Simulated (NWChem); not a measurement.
nitrous oxide (N$_{2}$O); SMILES [O-][N+]#N

```xyz
3

N     -1.2110    -0.0220     0.0194
N     -0.0654    -0.0012     0.0010
O      1.1217     0.0203    -0.0179
```
Atoms are numbered in this order, from 1.

Computed with NWChem. All runs use the structure optimised with PBE-D3(BJ)/def2-SVP. Static field.

Task: Estimate the computed values for B3LYP/aug-cc-pVDZ. Quantities: isotropic polarisability (bohr³); anisotropy (bohr³).

Result: The isotropic polarisability (bohr³) is 19.4 and the anisotropy (bohr³) is 20.1.
